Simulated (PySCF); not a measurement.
Excitations are Tamm–Dancoff values on a coarser integration grid. The basis has no diffuse functions, so Rydberg states are missing or too high.

Cartesian coordinates (Å):
```xyz
4

F     -1.1259    -0.6692    -0.0610
B      0.0000     0.0000     0.0000
F      1.1416    -0.6419     0.0617
F     -0.0157     1.3111    -0.0007
```
Charge 0, multiplicity 1.

**Question.** Predict the S1–T1 gap (TDA), dipole moment and S1 excitation (TDA) from M06-2X/def2-TZVP // PBE0-D3(BJ)/def2-TZVP run with PySCF.

**Answer.** 
* **S1–T1 gap (TDA)**: 0.21 eV
* **dipole moment**: 0.00 D
* **S1 excitation (TDA)**: 11.25 eV
